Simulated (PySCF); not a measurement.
## Relaxation of doublet NH₄

All numbers come from UPBE0 in PySCF with N def2-TZVP, H def2-TZVP; no relativity; density-fitted integrals. A (50,194) grid was used.

A hand-made tetrahedral start, of Td symmetry, held to at least that symmetry:

```xyz
5
charge 0 multiplicity 2, angstrom
N     0.0000    0.0000    0.0000
H    -0.5947   -0.5947    0.5947
H     0.5947   -0.5947   -0.5947
H    -0.5947    0.5947   -0.5947
H     0.5947    0.5947    0.5947
```

Question: What does it relax to?

Answer: It ends at Td with N–H 1.053 Å (×4); H–N–H 109.5° (×6). A frequency run shows a minimum. Other isomers or separated fragments may lie lower.

Question: How much energy is released, and in how many steps?

Answer: 3.4 kJ/mol in 3 steps.

The relaxation took 2.3 s on 2 threads of a shared Arm Neoverse V2 host, with 55 basis functions and 4 gradients; the process peaked at 0.45 GiB. Launch command: `OMP_NUM_THREADS=2 python axn.py task.json out`.
